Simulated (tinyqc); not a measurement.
Worked calculation (part 1 of 2): UKS/PBE0 in the sto-6g basis, for H2O, spin multiplicity 3. Computed by tinyqc, a small Python program that keeps every step (integrals from PySCF). Settings: charge = 0, multiplicity = 3, basis = sto-6g, energy threshold = 1e-09, iteration cap = 70, orthogonalisation = canonical, start = Wolfsberg-Helmholz matrix, DIIS depth = 6, DIIS from iteration = 3, method = UKS, functional = pbe0, grid = [10, 26]. Command: `OMP_NUM_THREADS=1 python tinyqc.py 30564 30565 out.jsonl` (the two numbers bound the seeds that draw the settings). One thread of a shared host (Intel(R) Xeon(R) Processor @ 2.60GHz), about 3 s of CPU time with the checks. Later iterations appear only in the table of the cycle.

## One-electron integrals

Geometry (angstrom):
```
atom        x         y        z
O     0.00000   0.00000  0.00000
H     0.00000   0.77700  0.58100
H     0.00000  -0.77700  0.58100
```

Basis sto-6g: exponents (1/bohr^2) and contraction coefficients of normalised primitives:
```
element  l (shell)    exponent  coefficient
O            s (1)  1355.58423      0.00916
O            s (1)   248.54489      0.04936
O            s (1)    69.53390      0.16854
O            s (1)    23.88677      0.37056
O            s (1)     9.27593      0.41649
O            s (1)     3.82034      0.13033
O            s (2)    52.18776     -0.01325
O            s (2)    10.32932     -0.04699
O            s (2)     3.21034     -0.03379
O            s (2)     1.23514      0.25024
O            s (2)     0.53642      0.59512
O            s (2)     0.24588      0.24071
O            p (3)    52.18776      0.00376
O            p (3)    10.32932      0.03768
O            p (3)     3.21034      0.17390
O            p (3)     1.23514      0.41804
O            p (3)     0.53642      0.42586
O            p (3)     0.24588      0.10171
H            s (1)    35.52322      0.00916
H            s (1)     6.51314      0.04936
H            s (1)     1.82214      0.16854
H            s (1)     0.62596      0.37056
H            s (1)     0.24308      0.41649
H            s (1)     0.10011      0.13033
```

Overlap, kinetic and nuclear-attraction integrals over the contracted functions; the nuclear repulsion is the sum of Za Zb / Rab.

nuclear repulsion = 9.0674137 hartree

overlap S, lower triangle:
```
          1O 1s    1O 2s   1O 2px    1O 2py   1O 2pz    2H 1s    3H 1s
1O 1s   1.00000
1O 2s   0.23114  1.00000
1O 2px  0.00000  0.00000  1.00000
1O 2py  0.00000  0.00000  0.00000   1.00000
1O 2pz  0.00000  0.00000  0.00000   0.00000  1.00000
2H 1s   0.05380  0.46832  0.00000   0.31087  0.23245  1.00000
3H 1s   0.05380  0.46832  0.00000  -0.31087  0.23245  0.23755  1.00000
```

kinetic energy T (hartree), lower triangle:
```
           1O 1s    1O 2s   1O 2px    1O 2py   1O 2pz    2H 1s    3H 1s
1O 1s   29.32720
1O 2s   -0.89602  0.84262
1O 2px   0.00000  0.00000  2.53131
1O 2py   0.00000  0.00000  0.00000   2.53131
1O 2pz   0.00000  0.00000  0.00000   0.00000  2.53131
2H 1s   -0.00289  0.12176  0.00000   0.21787  0.16291  0.76852
3H 1s   -0.00289  0.12176  0.00000  -0.21787  0.16291  0.00450  0.76852
```

nuclear attraction V (hartree), lower triangle:
```
            1O 1s      1O 2s    1O 2px     1O 2py     1O 2pz     2H 1s     3H 1s
1O 1s   -62.34918
1O 2s    -6.40343  -10.07764
1O 2px    0.00000    0.00000  -9.99604
1O 2py    0.00000    0.00000   0.00000  -10.15227
1O 2pz   -0.01915   -0.21404   0.00000    0.00000  -10.08339
2H 1s    -1.70793   -3.77463   0.00000   -2.23706   -1.74041  -5.79107
3H 1s    -1.70793   -3.77463   0.00000    2.23706   -1.74041  -1.51704  -5.79107
```

core Hamiltonian H = T + V (hartree), lower triangle:
```
            1O 1s     1O 2s    1O 2px    1O 2py    1O 2pz     2H 1s     3H 1s
1O 1s   -33.02198
1O 2s    -7.29945  -9.23502
1O 2px    0.00000   0.00000  -7.46473
1O 2py    0.00000   0.00000   0.00000  -7.62096
1O 2pz   -0.01915  -0.21404   0.00000   0.00000  -7.55208
2H 1s    -1.71082  -3.65287   0.00000  -2.01919  -1.57749  -5.02255
3H 1s    -1.71082  -3.65287   0.00000   2.01919  -1.57749  -1.51254  -5.02255
```

## Two-electron integrals

Functions are numbered as in S; the eight-fold symmetry (ij|kl) = (ji|kl) = (kl|ij) leaves the list below.

Two-electron integrals (ij|kl) in chemists' order, unique and non-zero (hartree):
```
(11|11) 4.78749    (21|11) 0.67588    (21|21) 0.12150    (22|11) 1.11738
(22|21) 0.24921    (22|22) 0.81738    (31|31) 0.02576    (32|31) 0.03914
(32|32) 0.18066    (33|11) 1.11738    (33|21) 0.24921    (33|22) 0.81738
(33|33) 0.88066    (41|41) 0.02576    (42|41) 0.03914    (42|42) 0.18066
(43|43) 0.04746    (44|11) 1.11738    (44|21) 0.24921    (44|22) 0.81738
(44|33) 0.78574    (44|44) 0.88066    (51|51) 0.02576    (52|51) 0.03914
(52|52) 0.18066    (53|53) 0.04746    (54|54) 0.04746    (55|11) 1.11738
(55|21) 0.24921    (55|22) 0.81738    (55|33) 0.78574    (55|44) 0.78574
(55|55) 0.88066    (61|11) 0.16794    (61|21) 0.02893    (61|22) 0.05800
(61|33) 0.05787    (61|41) 0.00113    (61|42) 0.00220    (61|44) 0.05811
(61|51) 0.00085    (61|52) 0.00165    (61|54) 0.00018    (61|55) 0.05801
(61|61) 0.00702    (62|11) 0.39471    (62|21) 0.08920    (62|22) 0.32224
(62|33) 0.31699    (62|41) 0.00570    (62|42) 0.04139    (62|44) 0.32710
(62|51) 0.00426    (62|52) 0.03095    (62|54) 0.00755    (62|55) 0.32264
(62|61) 0.02133    (62|62) 0.15574    (63|31) 0.01008    (63|32) 0.05617
(63|43) 0.00861    (63|53) 0.00644    (63|63) 0.02247    (64|11) 0.22304
(64|21) 0.05114    (64|22) 0.19705    (64|33) 0.18809    (64|41) 0.01298
(64|42) 0.08031    (64|44) 0.21152    (64|51) 0.00216    (64|52) 0.01805
(64|54) 0.01108    (64|55) 0.19156    (64|61) 0.01281    (64|62) 0.11582
(64|64) 0.10776    (65|11) 0.16678    (65|21) 0.03824    (65|22) 0.14735
(65|33) 0.14064    (65|41) 0.00216    (65|42) 0.01805    (65|44) 0.14529
(65|51) 0.01170    (65|52) 0.06967    (65|54) 0.01208    (65|55) 0.15611
(65|61) 0.00958    (65|62) 0.08660    (65|64) 0.06378    (65|65) 0.07016
(66|11) 0.52580    (66|21) 0.12102    (66|22) 0.49851    (66|33) 0.47840
(66|41) 0.01037    (66|42) 0.10180    (66|44) 0.51709    (66|51) 0.00776
(66|52) 0.07612    (66|54) 0.02893    (66|55) 0.50003    (66|61) 0.02927
(66|62) 0.29999    (66|64) 0.25501    (66|65) 0.19068    (66|66) 0.77500
(71|11) 0.16794    (71|21) 0.02893    (71|22) 0.05800    (71|33) 0.05787
(71|41) -0.00113   (71|42) -0.00220   (71|44) 0.05811    (71|51) 0.00085
(71|52) 0.00165    (71|54) -0.00018   (71|55) 0.05801    (71|61) 0.00691
(71|62) 0.02060    (71|64) 0.01123    (71|65) 0.00925    (71|66) 0.02786
(71|71) 0.00702    (72|11) 0.39471    (72|21) 0.08920    (72|22) 0.32224
(72|33) 0.31699    (72|41) -0.00570   (72|42) -0.04139   (72|44) 0.32710
(72|51) 0.00426    (72|52) 0.03095    (72|54) -0.00755   (72|55) 0.32264
(72|61) 0.02060    (72|62) 0.12666    (72|64) 0.06474    (72|65) 0.06843
(72|66) 0.20073    (72|71) 0.02133    (72|72) 0.15574    (73|31) 0.01008
(73|32) 0.05617    (73|43) -0.00861   (73|53) 0.00644    (73|63) 0.01771
(73|73) 0.02247    (74|11) -0.22304   (74|21) -0.05114   (74|22) -0.19705
(74|33) -0.18809   (74|41) 0.01298    (74|42) 0.08031    (74|44) -0.21152
(74|51) -0.00216   (74|52) -0.01805   (74|54) 0.01108    (74|55) -0.19156
(74|61) -0.01123   (74|62) -0.06474   (74|64) -0.01583   (74|65) -0.03417
(74|66) -0.09037   (74|71) -0.01281   (74|72) -0.11582   (74|74) 0.10776
(75|11) 0.16678    (75|21) 0.03824    (75|22) 0.14735    (75|33) 0.14064
(75|41) -0.00216   (75|42) -0.01805   (75|44) 0.14529    (75|51) 0.01170
(75|52) 0.06967    (75|54) -0.01208   (75|55) 0.15611    (75|61) 0.00925
(75|62) 0.06843    (75|64) 0.03417    (75|65) 0.05411    (75|66) 0.11894
(75|71) 0.00958    (75|72) 0.08660    (75|74) -0.06378   (75|75) 0.07016
(76|11) 0.15122    (76|21) 0.03449    (76|22) 0.13419    (76|33) 0.13123
(76|44) 0.13391    (76|51) 0.00265    (76|52) 0.02243    (76|55) 0.13742
(76|61) 0.00815    (76|62) 0.06378    (76|64) 0.04086    (76|65) 0.03988
(76|66) 0.12522    (76|71) 0.00815    (76|72) 0.06378    (76|74) -0.04086
(76|75) 0.03988    (76|76) 0.03160    (77|11) 0.52580    (77|21) 0.12102
(77|22) 0.49851    (77|33) 0.47840    (77|41) -0.01037   (77|42) -0.10180
(77|44) 0.51709    (77|51) 0.00776    (77|52) 0.07612    (77|54) -0.02893
(77|55) 0.50003    (77|61) 0.02786    (77|62) 0.20073    (77|64) 0.09037
(77|65) 0.11894    (77|66) 0.33491    (77|71) 0.02927    (77|72) 0.29999
(77|74) -0.25501   (77|75) 0.19068    (77|76) 0.12522    (77|77) 0.77500
```

## Orthogonalisation

S = U s U^T; canonical form X = U s^(-1/2), so that X^T S X = 1. Each column of U has its largest component positive (the first on a tie).

eigenvalues of S: 0.35065  0.42583  0.88935  1.00000  1.08838  1.33662  1.90917

X:
```
               1         2         3        4         5         6        7
1O 1s   -0.29544   0.00000   0.76042  0.00000  -0.61422   0.00000  0.15272
1O 2s    1.17536   0.00000  -0.29276  0.00000  -0.29257   0.00000  0.42583
1O 2px   0.00000   0.00000   0.00000  1.00000   0.00000   0.00000  0.00000
1O 2py   0.00000   0.93163   0.00000  0.00000   0.00000   0.68676  0.00000
1O 2pz   0.53119   0.00000   0.64312  0.00000   0.65207   0.00000  0.19209
2H 1s   -0.74194  -0.86035  -0.15307  0.00000   0.12397   0.37183  0.37565
3H 1s   -0.74194   0.86035  -0.15307  0.00000   0.12397  -0.37183  0.37565
```

## Starting guess

The start is the generalised Wolfsberg-Helmholz matrix (K = 1.75) built on H; D(s) = C_occ C_occ^T for each spin.

D(alpha) at the start, lower triangle:
```
           1O 1s     1O 2s   1O 2px    1O 2py   1O 2pz     2H 1s    3H 1s
1O 1s    1.03011
1O 2s   -0.11937   0.55815
1O 2px   0.00000   0.00000  1.00000
1O 2py   0.00000   0.00000  0.00000   1.33957
1O 2pz   0.05410  -0.20540  0.00000   0.00000  0.91676
2H 1s   -0.06971   0.17507  0.00000  -0.54617  0.05828   0.95241
3H 1s   -0.06971   0.17507  0.00000   0.54617  0.05828  -0.80452  0.95241
```

D(beta) at the start, lower triangle:
```
           1O 1s     1O 2s   1O 2px    1O 2py   1O 2pz    2H 1s    3H 1s
1O 1s    1.03011
1O 2s   -0.11937   0.55815
1O 2px   0.00000   0.00000  0.00000
1O 2py   0.00000   0.00000  0.00000   0.68201
1O 2pz   0.05410  -0.20540  0.00000   0.00000  0.91676
2H 1s   -0.06971   0.17507  0.00000   0.19049  0.05828  0.12715
3H 1s   -0.06971   0.17507  0.00000  -0.19049  0.05828  0.02075  0.12715
```

## Iteration 1: exchange-correlation on the grid

Becke grid with 10 radial and 26 angular points per atom, points of zero weight dropped. rho = sum D_ij phi_i phi_j; V_xc,ij = sum w v_xc phi_i phi_j plus the gradient terms; v_xc is d(rho eps)/d rho(s) for spin s at fixed gradient. Exact exchange is left to K.

The 12 grid points with the largest w rho, of 776 (bohr, atomic units):
```
x                y         z        w  rho(alpha)  rho(beta)    eps_xc  v_xc(alpha)
0.00000    0.00000  -1.19069  0.54324     0.16586    0.16586  -0.44981     -0.55860
0.00000   -0.84195  -0.84195  0.43279     0.17516    0.14925  -0.44734     -0.56480
0.00000    0.84195  -0.84195  0.43279     0.17516    0.14925  -0.44734     -0.56480
0.00000    0.00000   1.19069  0.47775     0.13866    0.13866  -0.42403     -0.53373
0.00000    0.00000  -0.66324  0.11167     0.54571    0.54571  -0.64100     -0.84045
-0.84195   0.00000  -0.84195  0.43459     0.16362    0.10239  -0.42612     -0.54648
0.84195    0.00000  -0.84195  0.43459     0.16362    0.10239  -0.42612     -0.54648
0.00000   -1.19069   0.00000  0.36495     0.16570    0.14880  -0.44110     -0.55808
0.00000    1.19069   0.00000  0.36495     0.16570    0.14880  -0.44110     -0.55808
0.00000    0.66324   0.00000  0.11033     0.58315    0.40377  -0.62460     -0.84741
0.00000   -0.66324   0.00000  0.11033     0.58315    0.40377  -0.62460     -0.84741
-0.68745  -0.68745  -0.68745  0.36552     0.16964    0.11216  -0.43207     -0.55385
```

electrons on the grid, sum of w rho = 10.01826

E_xc = sum of w rho eps_xc = -7.1414881 hartree

V_xc(alpha) (hartree), lower triangle:
```
           1O 1s     1O 2s    1O 2px    1O 2py    1O 2pz     2H 1s     3H 1s
1O 1s   -2.34088
1O 2s   -0.28540  -0.63165
1O 2px   0.00000   0.00000  -0.62262
1O 2py   0.00000   0.00000   0.00000  -0.64177
1O 2pz   0.00186   0.00408   0.00000   0.00000  -0.62954
2H 1s   -0.07385  -0.24479   0.00000  -0.15332  -0.11468  -0.41275
3H 1s   -0.07385  -0.24479   0.00000   0.15332  -0.11468  -0.09763  -0.41275
```

V_xc(beta) (hartree), lower triangle:
```
           1O 1s     1O 2s    1O 2px    1O 2py    1O 2pz     2H 1s     3H 1s
1O 1s   -2.32001
1O 2s   -0.27332  -0.56905
1O 2px   0.00000   0.00000  -0.50733
1O 2py   0.00000   0.00000   0.00000  -0.59598
1O 2pz   0.00194   0.00452   0.00000   0.00000  -0.60297
2H 1s   -0.07127  -0.22234   0.00000  -0.14095  -0.10620  -0.35082
3H 1s   -0.07127  -0.22234   0.00000   0.14095  -0.10620  -0.08801  -0.35082
```

## Iteration 1: building the Kohn-Sham matrix

J_ij = sum D_kl (ij|kl) with D = D(alpha) + D(beta), K_ij = sum D_kl (ik|jl) for each spin; F = H + J - 0.25 K(s) + V_xc; E = tr D H + tr D J / 2 - 0.125 sum_s tr D(s) K(s) + E_xc + E_nn.

Coulomb J (hartree), lower triangle:
```
           1O 1s    1O 2s   1O 2px    1O 2py   1O 2pz    2H 1s    3H 1s
1O 1s   17.33069
1O 2s    3.08371  8.13728
1O 2px   0.00000  0.00000  8.04214
1O 2py   0.00000  0.00000  0.00000   8.20131
1O 2pz  -0.00612  0.03847  0.00000   0.00000  8.16838
2H 1s    0.73912  3.20996  0.00000   1.97109  1.49005  5.12478
3H 1s    0.73912  3.20996  0.00000  -1.97109  1.49005  1.34700  5.12478
```

exchange K(alpha) (hartree), lower triangle:
```
          1O 1s     1O 2s   1O 2px    1O 2py   1O 2pz    2H 1s    3H 1s
1O 1s   4.89539
1O 2s   0.80694   1.32062
1O 2px  0.00000   0.00000  1.13931
1O 2py  0.00000   0.00000  0.00000   1.21256
1O 2pz  0.00215  -0.06028  0.00000   0.00000  1.13852
2H 1s   0.19900   0.59662  0.00000   0.31756  0.25163  0.76750
3H 1s   0.19900   0.59662  0.00000  -0.31756  0.25163  0.19575  0.76750
```

exchange K(beta) (hartree), lower triangle:
```
          1O 1s     1O 2s   1O 2px    1O 2py   1O 2pz    2H 1s    3H 1s
1O 1s   4.85584
1O 2s   0.75249   1.09513
1O 2px  0.00000   0.00000  0.24494
1O 2py  0.00000   0.00000  0.00000   1.00527
1O 2pz  0.00505  -0.05255  0.00000   0.00000  1.06896
2H 1s   0.18802   0.51835  0.00000   0.32560  0.22182  0.53070
3H 1s   0.18802   0.51835  0.00000  -0.32560  0.22182  0.21129  0.53070
```

F(alpha) (hartree), lower triangle:
```
            1O 1s     1O 2s    1O 2px    1O 2py    1O 2pz     2H 1s     3H 1s
1O 1s   -19.25602
1O 2s    -4.70288  -2.05955
1O 2px    0.00000   0.00000  -0.33003
1O 2py    0.00000   0.00000   0.00000  -0.36456
1O 2pz   -0.02394  -0.15642   0.00000   0.00000  -0.29787
2H 1s    -1.09530  -0.83686   0.00000  -0.28081  -0.26503  -0.50238
3H 1s    -1.09530  -0.83686   0.00000   0.28081  -0.26503  -0.31211  -0.50238
```

F(beta) (hartree), lower triangle:
```
            1O 1s     1O 2s   1O 2px    1O 2py    1O 2pz     2H 1s     3H 1s
1O 1s   -19.22526
1O 2s    -4.67719  -1.94058
1O 2px    0.00000   0.00000  0.00885
1O 2py    0.00000   0.00000  0.00000  -0.26695
1O 2pz   -0.02458  -0.15791  0.00000   0.00000  -0.25392
2H 1s    -1.08998  -0.79484  0.00000  -0.27045  -0.24910  -0.38126
3H 1s    -1.08998  -0.79484  0.00000   0.27045  -0.24910  -0.30637  -0.38126
```

total energy of this density = -75.3410278 hartree

## Iteration 1: diagonalisation and new density

Diagonalise F' = X^T F X, C = X C', fill 6 alpha and 4 beta electrons from the bottom; D(s) = C_occ C_occ^T. Each column has its largest component positive (the first on a tie).

F' = X^T F X (alpha) (hartree), lower triangle:
```
          1        2         3         4         5         6         7
1  -0.05182
2   0.00000  0.30221
3   1.40928  0.00000  -8.87875
4   0.00000  0.00000   0.00000  -0.33003
5  -1.13758  0.00000   8.56484   0.00000  -8.83464
6   0.00000  0.02579   0.00000   0.00000   0.00000  -0.51139
7   0.18874  0.00000  -3.66898   0.00000   3.77285   0.00000  -2.56550
```

orbital energies (alpha) (hartree): MO1 -19.26037, MO2 -1.03333, MO3 -0.51221, MO4 -0.33003, MO5 -0.31288, MO6 0.27586, MO7 0.30303

coefficients C (alpha):
```
             MO1       MO2       MO3      MO4       MO5       MO6       MO7
1O 1s    0.99596  -0.22204   0.00000  0.00000   0.10134  -0.12085   0.00000
1O 2s    0.01929   0.83637   0.00000  0.00000  -0.53094   0.86736   0.00000
1O 2px   0.00000   0.00000   0.00000  1.00000   0.00000   0.00000   0.00000
1O 2py   0.00000   0.00000   0.65694  0.00000   0.00000   0.00000   0.95289
1O 2pz   0.00362   0.18066   0.00000  0.00000   0.80231   0.69391   0.00000
2H 1s   -0.00496   0.14821   0.39887  0.00000   0.24092  -0.80645  -0.84816
3H 1s   -0.00496   0.14821  -0.39887  0.00000   0.24092  -0.80645   0.84816
```

F' = X^T F X (beta) (hartree), lower triangle:
```
          1        2         3        4         5         6         7
1   0.08077
2   0.00000  0.52453
3   1.40923  0.00000  -8.83936
4   0.00000  0.00000   0.00000  0.00885
5  -1.17630  0.00000   8.57577  0.00000  -8.78251
6   0.00000  0.00934   0.00000  0.00000   0.00000  -0.42286
7   0.19134  0.00000  -3.68788  0.00000   3.76579   0.00000  -2.47002
```

orbital energies (beta) (hartree): MO1 -19.22898, MO2 -0.93021, MO3 -0.42295, MO4 -0.24820, MO5 0.00885, MO6 0.39627, MO7 0.52462

coefficients C (beta):
```
             MO1       MO2       MO3       MO4      MO5       MO6       MO7
1O 1s    0.99629  -0.21764   0.00000   0.09904  0.00000  -0.12786   0.00000
1O 2s    0.01775   0.81712   0.00000  -0.49832  0.00000   0.90431   0.00000
1O 2px   0.00000   0.00000   0.00000   0.00000  1.00000   0.00000   0.00000
1O 2py   0.00000   0.00000   0.67754   0.00000  0.00000   0.00000   0.93835
1O 2pz   0.00346   0.19834   0.00000   0.83855  0.00000   0.64447   0.00000
2H 1s   -0.00455   0.15900   0.38029   0.18668  0.00000  -0.81868  -0.85665
3H 1s   -0.00455   0.15900  -0.38029   0.18668  0.00000  -0.81868   0.85665
```

D(alpha) after iteration 1, lower triangle:
```
           1O 1s     1O 2s   1O 2px    1O 2py    1O 2pz    2H 1s    3H 1s
1O 1s    1.06611
1O 2s   -0.32513   1.73411
1O 2px   0.00000   0.00000  1.00000
1O 2py   0.00000   0.00000  0.00000   0.43157
1O 2pz  -0.03906   0.32707  0.00000   0.00000   1.15786
2H 1s    0.08402  -0.70353  0.00000   0.26203  -0.33956  0.88948
3H 1s    0.08402  -0.70353  0.00000  -0.26203  -0.33956  0.57129  0.88948
```

D(beta) after iteration 1, lower triangle:
```
           1O 1s     1O 2s   1O 2px    1O 2py   1O 2pz     2H 1s    3H 1s
1O 1s    1.04976
1O 2s   -0.20951   0.91632
1O 2px   0.00000   0.00000  0.00000
1O 2py   0.00000   0.00000  0.00000   0.45907
1O 2pz   0.04334  -0.25574  0.00000   0.00000  0.74251
2H 1s   -0.02065   0.03681  0.00000   0.25767  0.18806   0.20477
3H 1s   -0.02065   0.03681  0.00000  -0.25767  0.18806  -0.08447  0.20477
```
